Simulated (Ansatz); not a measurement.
[Cl···H···S], triplet along the distance Cl1-H2

Starting geometry:

```xyz
3

Cl    0.0000    0.0000   -1.4219
H     0.0000    0.0000   -0.1431
S     0.0000    0.0000    1.5651
```

From there H2 is moved from one fragment to the other while all else, the fragments' distance too, stays fixed; atoms are numbered as listed. Energies are in kcal/mol, counted from the starting geometry at the same level.

Basis cc-pVDZ; Ansatz 0.2.0. Only valence electrons are correlated (noble-gas cores frozen). Prefix R: restricted or restricted open-shell reference; prefix U: unrestricted.

Coupled cluster chose its determinant by trial CCSD, here up to 0.16 eV above the lowest Hartree–Fock solution of its kind, and MP2 stands on that determinant too. The reference follows the lowest state, whose symmetry changes along the scan.

Full CI isn't at hand for all of this; UCCSDT(Q) serves as the reference, and is uncertain by about the last step of the cluster series. The frozen core follows each run's orbitals, which can shift R against U totals by a few meV.

```csv
distance Cl1-H2 (Å),RMP2
1.189,4.3
1.279,0.0
1.326,1.3
1.373,2.7
1.419,4.4
1.466,6.1
1.513,7.6
1.560,10.0
1.607,12.7
```

**Question.** Estimate the UCCSDT(Q) curve in cc-pVDZ from this one, knowing how RMP2 errs.

**Answer.** The computed UCCSDT(Q) values, in kcal/mol from the starting point, and the error of RMP2 against them:
```
distance Cl1-H2 (Å)  UCCSDT(Q)  RMP2 less UCCSDT(Q)
              1.189        3.9                  0.4
              1.279        0.0                  0.0
              1.326        0.3                  0.9
              1.373        1.6                  1.1
              1.419        3.2                  1.2
              1.466        5.1                  1.0
              1.513        6.9                  0.6
              1.560        8.6                  1.4
              1.607       10.4                  2.3
```

The error spans 2.3 kcal/mol and is largest, 2.3 kcal/mol, at 1.607 Å.
